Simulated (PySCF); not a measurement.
Stepwise substitution at one centre (B F-Cl). Isolated molecules, 0 K electronic values unless said otherwise. Strings in code marks are SMILES.

All values below come from ωB97X-D3(BJ)/def2-TZVP // PBE0-D3(BJ)/def2-TZVP (PySCF). All candidates: neutral, multiplicity 1. Delta-SCF ions had no search for a lower state. Excitations are Tamm–Dancoff values on a coarser integration grid. The basis has no diffuse functions, so Rydberg states are missing or too high.

- vertical ionisation energy (Delta-SCF) = 12.96 eV
- S1 excitation (TDA) = 8.23 eV
- HOMO = -12.46 eV

Which member has these values?
A) `FB(F)F`
B) `FB(Cl)Cl`
C) `FB(F)Cl`

C, `FB(F)Cl`. The others give `FB(Cl)Cl`: 12.26 eV, 7.08 eV, -11.94 eV; `FB(F)F`: 15.61 eV, 11.02 eV, -14.85 eV
